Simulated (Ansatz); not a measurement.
**H2Ge–As: how the quartet less doublet moves with the basis**

H2Ge–As, doublet; coordinates (Å): Ge 0.000 0.000 1.101; As 0.000 0.000 -1.120; H 0.000 1.266 1.972; H 0.000 -1.266 1.972. Quantity: quartet less doublet, vertical.

Ansatz 0.2.0, basis cc-pVDZ or cc-pVTZ; geometries are PBE0/def2-TZVP minima. Wave-function levels freeze the cores with the filled d shells of p-block atoms; HF, MP2 and coupled cluster are restricted for singlets and unrestricted otherwise, restricted open-shell where a d shell is frozen, Kohn–Sham unrestricted where that lies lower. MRCISD+Q stands on CASSCF in the full valence space. The reference is CCSDT(Q) or CCSDTQ (coupled cluster only where its series has nearly closed). Semilocal and hybrid functionals correlate all electrons outside any core potential and usually lie nearer their basis limit than the reference, so part of their error here is the reference's basis and frozen-core error; RPA and the MP2 part of double hybrids freeze the same cores as the reference. None of these values is a measured one. Energies are electronic, without zero-point terms. No spin–orbit coupling and no scalar relativity. The species are chosen: bound, without strong static correlation by their natural occupations or amplitudes, in their lowest spin state as far as vertical gaps and like structures tell, and with a ladder that closes on the reference, so errors are smaller than for species at large; levels whose determinant breaks symmetry or spin markedly are left out.

```
    level  cc-pVDZ (kJ/mol)  cc-pVTZ (kJ/mol)
reference    181.4 (CCSDTQ)  185.2 (CCSDT(Q))
     CCSD             168.7             172.0
  CCSD(T)             179.2             183.3
 MRCISD+Q             182.9             187.2
      PBE             187.4             187.5
   r2SCAN             169.7             171.2
     PBE0             169.8             170.2
    B3LYP             187.7             188.5
```

From cc-pVDZ to cc-pVTZ the reference moves by 3.8 kJ/mol and PBE by 0.1; the step from CCSD(T) to the reference is 2.1 in the first and 1.9 in the last.
